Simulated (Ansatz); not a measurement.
Geometry optimisation, Ansatz 0.2.0, UKS PBE-D4/def2-SVP.

input.yaml

```yaml
crystal:
  periodic: [false, false, false]
  atoms:
    - { symbol: B, position_ang: [-0.78613, 0.73756, -1.04386] }
    - { symbol: C, position_ang: [0.2121, 0.4954, 0.06207] }
    - { symbol: C, position_ang: [0.46078, -0.79984, 0.72868] }
    - { symbol: H, position_ang: [-1.31409, -0.17077, -1.56677] }
    - { symbol: H, position_ang: [-1.03411, 1.83218, -1.38131] }
    - { symbol: H, position_ang: [0.83185, 1.29889, 0.44834] }
    - { symbol: H, position_ang: [-0.16817, -1.58966, 0.32666] }
    - { symbol: H, position_ang: [1.51102, -1.087, 0.62042] }
    - { symbol: H, position_ang: [0.28674, -0.71676, 1.80578] }
magnetization:
  spin_polarized: true
  initial_magnetization: 1
basis:
  gaussian: { orbitals: def2-SVP }
hamiltonian:
  xc: pbe
  dispersion: d4
relax:
  f_tol: 0.015
  max_steps: 40
```

Launched with:

```bash
$ ansatz run input.yaml --threads 1 --pin off --max-ram 2048MiB --backend cpu --events-out ev --progress --plain --runs-dir out
```

Where does it end, and by what steps?

The forces met the threshold. After 6 steps the energy has fallen by 0.100 eV; H5 moved furthest, 0.16 Å.

| step | energy less start (eV) | largest force component (eV/Å) | accepted |
| --- | --- | --- | --- |
| 0 | 0.0000 | 1.071 | yes |
| 1 | -0.0891 | 0.303 | yes |
| 2 | -0.0975 | 0.096 | yes |
| 3 | -0.0993 | 0.026 | yes |
| 4 | -0.0997 | 0.019 | yes |
| 5 | -0.0998 | 0.029 | yes |
| 6 | -0.0998 | 0.012 | yes |

```xyz
9
Properties=species:S:1:pos:R:3
B -0.797 0.754 -1.056
C 0.199 0.499 0.084
C 0.475 -0.812 0.725
H -1.444 -0.175 -1.512
H -0.947 1.876 -1.506
H 0.788 1.341 0.501
H -0.128 -1.638 0.302
H 1.556 -1.079 0.636
H 0.298 -0.766 1.826
```

Whether the end is a true minimum wasn't checked by a vibrational analysis.

Run time: 11 s on 1 thread of Intel(R) Xeon(R) 6975P-C (Granite Rapids), with other jobs on the host, peak memory 0.14 GiB.
